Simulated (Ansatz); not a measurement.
**Nudged elastic band run: FH6PSi**

input.yaml

```yaml
crystal:
  periodic: [false, false, false]
  atoms:
    - { symbol: Si, position_ang: [0.452066, -0.0811, -0.201653] }
    - { symbol: F, position_ang: [0.477162, 0.277578, 1.382676] }
    - { symbol: H, position_ang: [1.843329, -0.003144, -0.71069] }
    - { symbol: H, position_ang: [-0.403287, 0.91357, -0.894319] }
    - { symbol: H, position_ang: [-0.090012, -1.451343, -0.369774] }
    - { symbol: P, position_ang: [-3.248373, 0.078622, 1.745631] }
    - { symbol: H, position_ang: [-3.075926, -0.048424, 0.336474] }
    - { symbol: H, position_ang: [-3.125951, -1.322359, 1.971437] }
    - { symbol: H, position_ang: [-1.867607, 0.3245, 1.98432] }
basis:
  gaussian: { orbitals: def2-SVP }
hamiltonian:
  xc: cam_b3lyp
  dispersion: d4
neb:
  order_check: false
  images: 6
  f_tol: 0.03
  max_iterations: 60
  climbing: false
  final_atoms:
    - { symbol: Si, position_ang: [-0.42865927, -0.43453502, -0.26602933] }
    - { symbol: F, position_ang: [0.05491068, 1.54606484, 2.11831873] }
    - { symbol: H, position_ang: [0.76641251, -0.87698501, 0.49416051] }
    - { symbol: H, position_ang: [-0.2369301, 0.92830737, -0.81974437] }
    - { symbol: H, position_ang: [-0.69190004, -1.39103634, -1.37633067] }
    - { symbol: P, position_ang: [-2.16766917, -0.34300396, 1.19160225] }
    - { symbol: H, position_ang: [-3.21434078, -0.21296395, 0.2399518] }
    - { symbol: H, position_ang: [-2.31619708, -1.74166381, 1.39048226] }
    - { symbol: H, position_ang: [-0.80422576, 1.21371587, 2.27169082] }
  initial_path:
    images:
      - { positions_ang: [[0.452066, -0.0811, -0.201653], [0.477162, 0.277578, 1.382676], [1.843329, -0.003144, -0.71069], [-0.403287, 0.91357, -0.894319], [-0.090012, -1.451343, -0.369774], [-3.248373, 0.078622, 1.745631], [-3.075926, -0.048424, 0.336474], [-3.125951, -1.322359, 1.971437], [-1.867607, 0.3245, 1.98432]] }
      - { positions_ang: [[0.32398919, -0.06640597, -0.14406964], [0.34041536, 0.20259118, 1.54172984], [1.71144294, -0.02026002, -0.64533369], [-0.47756103, 0.98429166, -0.7861565], [-0.26479265, -1.38546225, -0.39579343], [-2.99212432, 0.06365956, 1.46814638], [-3.09135574, -0.28170654, 0.23730827], [-2.92192302, -1.04977812, 2.0187838], [-1.66668974, 0.24097051, 1.94948696]] }
      - { positions_ang: [[0.19591239, -0.05171195, -0.08648627], [0.20366871, 0.12760435, 1.70078368], [1.57955687, -0.03737605, -0.57997737], [-0.55183505, 1.05501331, -0.67799401], [-0.43957331, -1.3195815, -0.42181285], [-2.73587564, 0.04869711, 1.19066176], [-3.10678547, -0.51498908, 0.13814254], [-2.71789504, -0.77719723, 2.0661306], [-1.46577247, 0.15744102, 1.91465393]] }
      - { positions_ang: [[0.06783558, -0.03701792, -0.02890291], [0.06692207, 0.05261753, 1.85983752], [1.44767081, -0.05449207, -0.51462106], [-0.62610908, 1.12573497, -0.56983151], [-0.61435396, -1.25370075, -0.44783228], [-2.47962695, 0.03373467, 0.91317714], [-3.12221521, -0.74827161, 0.03897681], [-2.51386706, -0.50461635, 2.1134774], [-1.26485521, 0.07391153, 1.87982089]] }
      - { positions_ang: [[-0.05798231, -0.08750864, -0.03809953], [0.00660045, 0.23382994, 1.96492933], [1.2938256, -0.1793265, -0.34249956], [-0.6023438, 1.12784031, -0.55917799], [-0.70033797, -1.24508551, -0.59162609], [-2.32524069, -0.02649761, 0.83403018], [-3.14198875, -0.77177732, 0.02518793], [-2.39818793, -0.56451703, 2.03048386], [-1.1129436, 0.20094237, 1.92087387]] }
      - { positions_ang: [[-0.1815413, -0.2031841, -0.11407613], [0.02270386, 0.67124157, 2.01605913], [1.11802124, -0.41187934, -0.06361287], [-0.48053924, 1.06132933, -0.64603345], [-0.69752532, -1.29373578, -0.85319428], [-2.27271685, -0.13199972, 0.95322087], [-3.16610609, -0.5855062, 0.09677589], [-2.37085764, -0.95689929, 1.81715], [-1.01003765, 0.53853354, 2.03781285]] }
      - { positions_ang: [[-0.30510029, -0.31885956, -0.19005273], [0.03880727, 1.1086532, 2.06718893], [0.94221688, -0.64443217, 0.21527382], [-0.35873467, 0.99481835, -0.73288891], [-0.69471268, -1.34238606, -1.11476248], [-2.22019301, -0.23750184, 1.07241156], [-3.19022343, -0.39923507, 0.16836384], [-2.34352736, -1.34928155, 1.60381613], [-0.90713171, 0.87612471, 2.15475183]] }
      - { positions_ang: [[-0.42865927, -0.43453502, -0.26602933], [0.05491068, 1.54606484, 2.11831873], [0.76641251, -0.87698501, 0.49416051], [-0.2369301, 0.92830737, -0.81974437], [-0.69190004, -1.39103634, -1.37633067], [-2.16766917, -0.34300396, 1.19160225], [-3.21434078, -0.21296395, 0.2399518], [-2.31619708, -1.74166381, 1.39048226], [-0.80422576, 1.21371587, 2.27169082]] }
```

Launched with:

```bash
$ ansatz run input.yaml --threads 2 --pin off --max-ram 3072MiB --backend cpu --events-out ev --progress --plain --runs-dir out
```

Output, in part (warnings, iteration lines, the closing report on the highest movable image, with atoms numbered from 0):

```
NEB end point (image 0): max|allowed force component| = 1.985e-2 eV/Å (the criterion of neb.relax_end_points is 1.000e-2)
NEB end point (image 7): max|allowed force component| = 1.576e-2 eV/Å (the criterion of neb.relax_end_points is 1.000e-2)
NEB iter   1: max|band force component| = 9.302e0 eV/Å  barrier→ = 5.1189 eV  barrier← = 4.0733 eV  Δτ_max = 0.2000 Å  (187 SCF iters)
NEB iter   2: max|band force component| = 4.492e0 eV/Å  barrier→ = 3.9437 eV  barrier← = 2.8981 eV  Δτ_max = 0.2000 Å  (171 SCF iters)
NEB iter   3: max|band force component| = 1.631e0 eV/Å  barrier→ = 3.1980 eV  barrier← = 2.1524 eV  Δτ_max = 0.1997 Å  (160 SCF iters)
NEB iter   4: max|band force component| = 7.953e-1 eV/Å  barrier→ = 2.6477 eV  barrier← = 1.6022 eV  Δτ_max = 0.1987 Å  (156 SCF iters)
NEB iter   5: max|band force component| = 1.080e0 eV/Å  barrier→ = 2.5255 eV  barrier← = 1.4800 eV  Δτ_max = 0.1014 Å  (163 SCF iters)
NEB iter   6: max|band force component| = 5.351e-1 eV/Å  barrier→ = 2.4196 eV  barrier← = 1.3740 eV  Δτ_max = 0.1743 Å  (147 SCF iters)
NEB iter   7: max|band force component| = 6.417e-1 eV/Å  barrier→ = 2.6049 eV  barrier← = 1.5594 eV  Δτ_max = 0.0854 Å  (158 SCF iters)
NEB iter   8: max|band force component| = 4.412e-1 eV/Å  barrier→ = 2.6513 eV  barrier← = 1.6058 eV  Δτ_max = 0.0857 Å  (142 SCF iters)
NEB iter   9: max|band force component| = 3.842e-1 eV/Å  barrier→ = 2.6245 eV  barrier← = 1.5790 eV  Δτ_max = 0.0856 Å  (142 SCF iters)
NEB iter  10: max|band force component| = 2.163e-1 eV/Å  barrier→ = 2.5924 eV  barrier← = 1.5469 eV  Δτ_max = 0.0856 Å  (143 SCF iters)
NEB iter  11: max|band force component| = 2.040e-1 eV/Å  barrier→ = 2.5791 eV  barrier← = 1.5335 eV  Δτ_max = 0.0856 Å  (142 SCF iters)
NEB iter  12: max|band force component| = 8.790e-2 eV/Å  barrier→ = 2.5468 eV  barrier← = 1.5012 eV  Δτ_max = 0.1689 Å  (144 SCF iters)
NEB iter  13: max|band force component| = 5.311e-1 eV/Å  barrier→ = 2.5783 eV  barrier← = 1.5327 eV  Δτ_max = 0.0834 Å  (148 SCF iters)
NEB iter  14: max|band force component| = 1.440e-1 eV/Å  barrier→ = 2.5495 eV  barrier← = 1.5039 eV  Δτ_max = 0.0737 Å  (144 SCF iters)
NEB iter  15: max|band force component| = 9.249e-2 eV/Å  barrier→ = 2.5266 eV  barrier← = 1.4811 eV  Δτ_max = 0.1700 Å  (143 SCF iters)
NEB iter  16: max|band force component| = 1.886e-1 eV/Å  barrier→ = 2.4549 eV  barrier← = 1.4093 eV  Δτ_max = 0.0853 Å  (154 SCF iters)
NEB iter  17: max|band force component| = 1.485e-1 eV/Å  barrier→ = 2.4195 eV  barrier← = 1.3740 eV  Δτ_max = 0.0847 Å  (143 SCF iters)
NEB iter  18: max|band force component| = 2.353e-1 eV/Å  barrier→ = 2.4881 eV  barrier← = 1.4426 eV  Δτ_max = 0.0427 Å  (140 SCF iters)
NEB iter  19: max|band force component| = 8.300e-2 eV/Å  barrier→ = 2.5282 eV  barrier← = 1.4826 eV  Δτ_max = 0.0854 Å  (141 SCF iters)
NEB iter  20: max|band force component| = 8.289e-2 eV/Å  barrier→ = 2.5597 eV  barrier← = 1.5141 eV  Δτ_max = 0.0848 Å  (143 SCF iters)
NEB iter  21: max|band force component| = 8.659e-2 eV/Å  barrier→ = 2.5042 eV  barrier← = 1.4587 eV  Δτ_max = 0.0427 Å  (141 SCF iters)
NEB iter  22: max|band force component| = 8.974e-2 eV/Å  barrier→ = 2.4538 eV  barrier← = 1.4083 eV  Δτ_max = 0.0214 Å  (138 SCF iters)
NEB iter  23: max|band force component| = 7.754e-2 eV/Å  barrier→ = 2.4501 eV  barrier← = 1.4046 eV  Δτ_max = 0.0213 Å  (138 SCF iters)
NEB iter  24: max|band force component| = 4.401e-2 eV/Å  barrier→ = 2.4223 eV  barrier← = 1.3768 eV  Δτ_max = 0.0213 Å  (138 SCF iters)
NEB iter  25: max|band force component| = 5.862e-2 eV/Å  barrier→ = 2.3968 eV  barrier← = 1.3513 eV  Δτ_max = 0.0213 Å  (141 SCF iters)
NEB iter  26: max|band force component| = 7.381e-2 eV/Å  barrier→ = 2.3800 eV  barrier← = 1.3345 eV  Δτ_max = 0.0426 Å  (135 SCF iters)
NEB iter  27: max|band force component| = 9.785e-2 eV/Å  barrier→ = 2.3300 eV  barrier← = 1.2845 eV  Δτ_max = 0.0425 Å  (136 SCF iters)
NEB iter  28: max|band force component| = 8.711e-2 eV/Å  barrier→ = 2.2593 eV  barrier← = 1.2137 eV  Δτ_max = 0.0314 Å  (138 SCF iters)
NEB iter  29: max|band force component| = 5.616e-2 eV/Å  barrier→ = 2.2243 eV  barrier← = 1.1787 eV  Δτ_max = 0.0171 Å  (139 SCF iters)
NEB iter  30: max|band force component| = 3.938e-2 eV/Å  barrier→ = 2.2559 eV  barrier← = 1.2104 eV  Δτ_max = 0.0170 Å  (135 SCF iters)
NEB iter  31: max|band force component| = 3.631e-2 eV/Å  barrier→ = 2.2808 eV  barrier← = 1.2352 eV  Δτ_max = 0.0097 Å  (136 SCF iters)
NEB iter  32: max|band force component| = 2.050e-2 eV/Å  barrier→ = 2.2892 eV  barrier← = 1.2436 eV  Δτ_max = 0.0000 Å  (269 SCF iters)
Total energy: -19971.57115875 eV, -733.9417028668 hartree
Atom 0 at    -0.309835    -0.263797    -0.047854 Å, force    -0.376368    -0.213092    -0.241967 eV/Å
Atom 1 at     0.174994     0.719743     1.933208 Å, force    -0.012961     0.356799     0.600955 eV/Å
Atom 2 at     1.185425    -0.097420    -0.032313 Å, force    -0.359486    -0.012071     0.344008 eV/Å
Atom 3 at    -0.767486     0.710273    -1.067594 Å, force     0.009157    -0.054843    -0.260198 eV/Å
Atom 4 at    -0.478184    -1.693685    -0.390384 Å, force    -0.009932    -0.180841    -0.418102 eV/Å
Atom 5 at    -2.342965    -0.128727     1.308632 Å, force     0.408722    -0.098944    -0.343069 eV/Å
Atom 6 at    -3.079394     0.336375     0.199517 Å, force    -0.162749    -0.055757    -0.023100 eV/Å
Atom 7 at    -2.645230    -1.503971     1.239158 Å, force    -0.115476    -0.078233    -0.032959 eV/Å
Atom 8 at    -0.775925     0.609107     2.101733 Å, force     0.619093     0.336984     0.374432 eV/Å
Dipole moment:    -0.239660    -0.082777    -0.030420 e Å
```

The forces met the threshold. A structure lower than the first end lies on the path between it and the top, so the climb from that side starts below the end, which may itself be a saddle point or a shallow side well. Neighbouring images differ by up to 1.7 eV, so the band resolves the path poorly. No image climbed, so the highest image needn't sit at the top of the path. The orbitals stay closed-shell, which can raise the energy where a bond breaks towards radicals; this wasn't checked here.

Final band (atoms are numbered from 1 in the order of the input):

```
image  path coordinate (Å)  energy (eV)  Si1–F2 (Å)  P6–H9 (Å)  Si1–P6 (Å)
    0                 0.00         0.00        1.62       1.42        4.18
    1                 0.84         0.00        1.62       1.42        4.15
    2                 1.69         0.12        1.63       1.42        3.59
    3                 2.53         1.80        1.76       1.53        2.94
    4                 3.37         2.29        2.26       1.90        2.45
    5                 4.21         1.33        2.94       2.13        2.30
    6                 5.05         1.09        3.23       2.31        2.27
    7                 5.90         1.05        3.14       2.33        2.27
```

Run time: 7.7 min on 2 threads of Arm Neoverse N1, with other jobs on the host, peak memory 0.19 GiB.
